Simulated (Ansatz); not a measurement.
# The cluster KNa2+: the relaxed shape and its frontier levels

What does the cluster KNa2+ look like as a singlet, and where do its frontier electrons sit?

Method: RKS PBE0/def2-TZVP; program: Ansatz 0.2.0, Gaussian basis.

The runs, in order: relaxation at PBE/def2-TZVP; a single point at PBE0/def2-TZVP; harmonic vibrations at PBE/def2-TZVP.

1 further run of the same task is left out (for a known fault of the program). Runs told in other sessions of the task aren't counted.

## (1) The system as given

3 atoms, charge 1, spin multiplicity 1.

Atoms are counted from 1 here; the program's logs count them from 0.

Bond lengths: Na1–Na2 3.128 Å, Na1–K3 3.457 Å, Na2–K3 3.453 Å. Angles: Na2–Na1–K3 63.0°, Na1–Na2–K3 63.1°, Na1–K3–Na2 53.8°.

The ion is computed in the gas phase, without counter-ions or solvent.

The start is a GFN1-xTB geometry.

## (2) Relaxation at PBE/def2-TZVP

Input file in.yaml:

```yaml
crystal:
  periodic: [false, false, false]
  atoms:
    - {symbol: Na, position_ang: [0.886590, 1.620740, 0.302060]}
    - {symbol: Na, position_ang: [-1.304790, 0.104190, -1.335450]}
    - {symbol: K, position_ang: [0.418190, -1.724930, 1.033390]}
basis:
  gaussian: {orbitals: def2-TZVP}
total_charge: 1
hamiltonian: {xc: pbe}
scf: {omitted_lower_state_checks: [starts]}
output: {orbitals: {seedname: orbitals}}
relax: {f_tol: 0.02, max_steps: 100}
```

Launch:

```sh
$ ansatz run in.yaml --threads 4 --pin off --events-out ev --progress --plain --max-ram 3916MiB
```

The runs that follow: Single point, PBE0/def2-TZVP; Vibrations by finite differences.

Q: Predict the results of all the runs planned. Wanted: point group; commonest bond; HOMO, LUMO at PBE0/def2-TZVP; lowest, highest wavenumber.

**Answer**, as computed:

```
                    quantity                           value
                 point group                             C2v
              commonest bond  K–Na, 2 of mean length 4.005 Å
HOMO, LUMO at PBE0/def2-TZVP                 -7.37, -4.66 eV
  lowest, highest wavenumber                    72, 137 cm⁻¹
```

**Reading.** The molecule keeps its bonding pattern by the stored test; the atoms moved 0.28 Å (rms). All wavenumbers are real: a minimum at this level. The HOMO lies nearest to Na1, Na2 about 40 % each; K3 20 % and the LUMO to Na1, Na2 about 43 % each; K3 14 %. Whether this spin is the lowest isn't tested here.
